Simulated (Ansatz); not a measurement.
**S₂F₂: how energies converge with the basis set**

How large a basis does S₂F₂ need? Two functionals are run in growing sets.

Method: one geometry, several basis sets; program: Ansatz 0.2.0, Gaussian basis.

Plan: PBE0-D4/def2-SVP; ωB97M-V/def2-SVP; PBE0-D4/def2-QZVPP; ωB97M-V/def2-QZVPP; the functionals' def2-TZVPP values are taken from earlier runs.

### 1 The geometry

All runs share one geometry, relaxed beforehand with PBE0-D4/def2-TZVP.

4 atoms, charge 0, spin multiplicity 1.

Atoms are counted from 1 here; the program's logs count them from 0.

Bond lengths: F1–S2 1.631 Å, S2–S3 1.890 Å, S3–F4 1.631 Å. Angles: F1–S2–S3 108.6°, S2–S3–F4 108.6°.

### 2 PBE0-D4 in def2-SVP

in.yaml

```yaml
crystal:
  periodic: [false, false, false]
  atoms:
    - {symbol: F, position_ang: [-1.784062, -0.198740, -0.621120]}
    - {symbol: S, position_ang: [-0.467414, 0.764627, -0.631879]}
    - {symbol: S, position_ang: [1.044718, -0.276866, -0.185188]}
    - {symbol: F, position_ang: [1.206747, -0.289009, 1.438186]}
basis:
  gaussian: {orbitals: def2-SVP}
hamiltonian: {xc: pbe0, dispersion: d4}
output: {orbitals: {seedname: orbitals}}
```

The run is started by

```bash
$ ansatz run in.yaml --threads 4 --pin off --events-out ev --progress --plain --max-ram 10444MiB
```

After this run come: ωB97M-V in def2-SVP; PBE0-D4 in def2-QZVPP; ωB97M-V in def2-QZVPP.

**Question.** What will the summary of the whole plan be? Wanted: PBE0-D4: double and triple zeta above quadruple; ωB97M-V: double and triple zeta above quadruple.

As calculated:

| quantity | value |
| --- | --- |
| PBE0-D4: double and triple zeta above quadruple | 16.25, 1.03 eV |
| ωB97M-V: double and triple zeta above quadruple | 16.28, 0.98 eV |

**Reading.** PBE0-D4 gains 15.23 eV from double to triple zeta, then 1.03 eV more. These are total energies; as a rule much of such shifts cancels in differences, which this series doesn't test. The LUMO of ωB97M-V is positive and keeps falling with the basis (1.14 to 0.51 eV): an unbound level that the basis holds in place.
